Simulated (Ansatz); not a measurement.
```yaml
crystal:
  periodic: [false, false, false]
  atoms:
    - {symbol: Cu, position_ang: [0.001958, 0.062858, -0.073549]}
    - {symbol: O, position_ang: [-0.015928, 1.613445, 0.152204]}
    - {symbol: F, position_ang: [0.006864, -1.569002, 0.117831]}
basis:
  gaussian: {orbitals: def2-TZVP}
hamiltonian: {xc: pbe0}
relax: {f_tol: 0.004, max_steps: 80}
```

```sh
$ ansatz run in.yaml --threads 1 --pin off --events-out ev --progress --plain --max-ram 2176MiB
```

Steps of the relaxation (energy above the last step; positions in Å, forces in eV/Å):

```
3
step 1, 241.9 meV
Cu    0.002    0.063   -0.074    0.041   -1.479   -0.948
O    -0.016    1.613    0.152   -0.045    3.658    0.615
F     0.007   -1.569    0.118    0.004   -2.179    0.334
```

```
3
step 2, 83.4 meV
Cu    0.002    0.060   -0.081    0.022   -0.719   -0.540
O    -0.016    1.648    0.157   -0.024    1.899    0.342
F     0.007   -1.600    0.121    0.002   -1.180    0.198
```

```
3
step 3, 8.8 meV
Cu    0.003    0.057   -0.094    0.006   -0.160   -0.136
O    -0.017    1.688    0.164   -0.005    0.305    0.083
F     0.007   -1.638    0.127   -0.001   -0.145    0.053
```

```
3
step 7, 0.0 meV
Cu    0.006    0.058   -0.210    0.000    0.003   -0.001
O    -0.019    1.658    0.222    0.000   -0.002    0.000
F     0.005   -1.609    0.184    0.000   -0.002    0.001
```

Close pairs at the end: Cu1–O2 1.658 Å, Cu1–F3 1.713 Å.

A stationary point of restricted PBE0 after 7 steps (its stability towards spin polarisation wasn't tested); no frequencies were run, so it isn't proven a minimum. 37 s on 1 thread of Intel Xeon Platinum 8488C, shared host.
